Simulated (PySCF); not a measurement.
Computed with PySCF with PBE-D3(BJ)/def2-TZVP // B3LYP-D3(BJ)/def2-TZVP. Isolated molecules, 0 K electronic values unless said otherwise. One relaxed conformer stands for a flexible species; it need not be the lowest. Delta-SCF ions had no search for a lower state. Excitations are Tamm–Dancoff values on a coarser integration grid. The basis has no diffuse functions, so Rydberg states are missing or too high.

Reference species (SMILES): `FB(F)F` (neutral, multiplicity 1).

The S1–T1 gap (TDA) is 0.26 eV, the T1 excitation (TDA) comes out as 9.45 eV and the vertical ionisation energy (Delta-SCF) is 14.42 eV.

Changed species: `FB(F)S` (F–B–S–H torsion 0°) (1 of 3 F replaced by SH; the reference has 0 of 3 F replaced by SH).

Give the shifts of the S1–T1 gap (TDA), T1 excitation (TDA) and vertical ionisation energy (Delta-SCF).

the S1–T1 gap (TDA) increases by 0.60 eV, to 0.86 eV; the T1 excitation (TDA) falls by 3.72 eV, to 5.73 eV; the vertical ionisation energy (Delta-SCF) falls by 3.50 eV, to 10.92 eV.
